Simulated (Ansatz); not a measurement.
The cluster Li₂F, relaxed as a quartet with UKS B3LYP-D4/def2-TZVP in Ansatz, starting from the B3LYP-D4/def2-TZVP geometry of the neutral doublet. Force threshold 0.02 eV/Å.

In the quartet geometry the species has come apart into loosely held pieces. At B3LYP-D4/def2-TZVP a doublet of charge 0 lies 7.14 eV below the quartet, each at its own geometry. The structure comes from a short search, and lower isomers may exist.

Start:

```xyz
3

Li    0.780    0.596   -1.021
Li   -0.813   -1.014    0.564
F     0.033    0.418    0.458
```

Problem. Estimate the energy that the relaxation releases and the steps that it takes.

Solution. 40.5 kcal/mol, in 15 steps; 8.5 s on 4 threads of Arm Neoverse V2 on a shared host. The force fell under the threshold at step 14, but the optimiser went on. No frequencies were taken in this run, so the end may be a saddle point.

Problem. Does the start keep its bonding and symmetry?

Solution. Bonds lost: Li1–F3, Li2–F3 (atoms count from 1). Metal–metal contacts that move far: Li1–Li2 2.76 to 3.59 Å. The end holds 3 separate pieces. Point group C2v at the start, C2v at the end, both within 0.05 Å.

Problem. Predict the relaxed structure.

Solution. 
```xyz
3

Li    0.979    0.350   -1.788
Li   -1.087   -1.739    0.268
F     0.108    1.388    1.519
```
Bond lengths (bridged metal pairs left out): .
